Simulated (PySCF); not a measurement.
H₃Si, SMILES [SiH3] (connectivity only; charge and spin as stated), charge +1, multiplicity 1.

The structure is a stationary point at B3LYP-D3(BJ)/def2-TZVPD. The multiplicity is an assumed one; other spin states were not compared. The isomer is the one that the SMILES or the coordinates give; other isomers of the formula were not compared.

Computed with PBE0/def2-TZVPD run with PySCF.

Computed frontier levels, gap, dipole moment and polarisability:
- highest occupied level = -17.72 eV
- lowest empty level = -10.23 eV
- orbital gap = 7.49 eV
- dipole moment about the centre of nuclear charge = 0.00 D
- mean static polarisability = 20.3 bohr³ (3.01 Å³)
- polarisability, principal values = 16.5, 22.2, 22.2 bohr³
